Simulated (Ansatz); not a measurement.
# C2H5FO2: the cost of one run

All numbers are computed with Ansatz 0.2.0, driven from Python. The levels of theory stand in the script.

## Step 1: The structure

Bond lengths: O1–C2 1.369 Å, C2–C3 1.507 Å, C3–O4 1.443 Å, C3–F5 1.335 Å, O1–H6 1.006 Å, C2–H7 1.099 Å, C2–H8 1.065 Å, C3–H9 1.139 Å, O4–H10 0.972 Å. Angles: O1–C2–C3 110.9°, O1–C2–H7 107.0°, O1–C2–H8 110.3°, C3–C2–H7 109.2°, C3–C2–H8 109.5°, H7–C2–H8 109.9°, C2–O1–H6 109.3°, C2–C3–O4 113.9°, C2–C3–F5 112.2°, C2–C3–H9 112.8°, O4–C3–F5 105.6°, O4–C3–H9 106.8°, F5–C3–H9 104.9°, C3–O4–H10 100.5°.

The script holds or builds the structure itself.

## Step 2: The script

methods_c2h5fo2.py

```python
# -*- coding: utf-8 -*-
"""One geometry of C2H5FO2, method by method."""

from pathlib import Path

import ansatz as az
import numpy as np

GEOMETRY = """
O    -1.52950   -0.28520   -0.63210
C    -0.50210   -0.86080    0.06600
C     0.55920    0.15650    0.39810
O     1.00880    0.92350   -0.73810
F     0.13550    1.05280    1.29150
H    -1.15620    0.38970   -1.27760
H    -0.06850   -1.63710   -0.58060
H    -0.86690   -1.29960    0.96510
H     1.48630   -0.30900    0.86770
H     1.01640    1.81800   -0.35690
"""

molecule = az.Crystal.molecule()
for line in GEOMETRY.strip().splitlines():
    symbol, *xyz = line.split()
    molecule = molecule.atom(symbol, [float(v) for v in xyz])

setup = molecule.calculation().basis(gaussian="cc-pVDZ")

print("functional    E (Ha)        dipole (D)   HOMO (eV)  LUMO (eV)")
for name in ["revpbe", "hf", "r2scan", "blyp", "hse06", "r2scan0"]:
    r = setup.functional(name).forces().orbitals().run(runs_dir="runs").report
    lines = Path(r["orbitals_path"]).read_text().splitlines()
    field_of = lambda key: [line.split("=")[1].strip() for line in lines if line.startswith(key)]
    orbitals = [(27.211386 * float(e), s, float(n)) for e, s, n in zip(field_of("Ene="), field_of("Spin="), field_of("Occup="))]
    homo = max(e for e, _, n in orbitals if n > 0.5)
    lumo = min(e for e, _, n in orbitals if n < 0.5)
    dipole = 4.803205 * np.linalg.norm(r["charge_distribution"]["dipole_moment_e_ang"])
    print(f"{name:10s} {r['free_energy_ev'] / 27.211386246:14.6f} {dipole:9.3f} {homo:11.3f} {lumo:10.3f}")
```

## Step 3: What the engine is handed

The engine receives this input (first run):

```yaml
crystal:
  periodic: [false, false, false]
  atoms:
    - { symbol: O, position_ang: [-1.5295, -0.2852, -0.6321] }
    - { symbol: C, position_ang: [-0.5021, -0.8608, 0.066] }
    - { symbol: C, position_ang: [0.5592, 0.1565, 0.3981] }
    - { symbol: O, position_ang: [1.0088, 0.9235, -0.7381] }
    - { symbol: F, position_ang: [0.1355, 1.0528, 1.2915] }
    - { symbol: H, position_ang: [-1.1562, 0.3897, -1.2776] }
    - { symbol: H, position_ang: [-0.0685, -1.6371, -0.5806] }
    - { symbol: H, position_ang: [-0.8669, -1.2996, 0.9651] }
    - { symbol: H, position_ang: [1.4863, -0.309, 0.8677] }
    - { symbol: H, position_ang: [1.0164, 1.818, -0.3569] }
basis:
  gaussian:
    orbitals: cc-pVDZ
hamiltonian:
  xc: revpbe
output:
  orbitals: {}
  forces: true
```

## Step 4: Launch

The run is started by

```
$ python methods_c2h5fo2.py
```

**Question.** How long does this script take on 1 thread of Arm Neoverse V2, shared host, and how much memory does it need?

About 23 s, with a peak of 0.27 GiB.
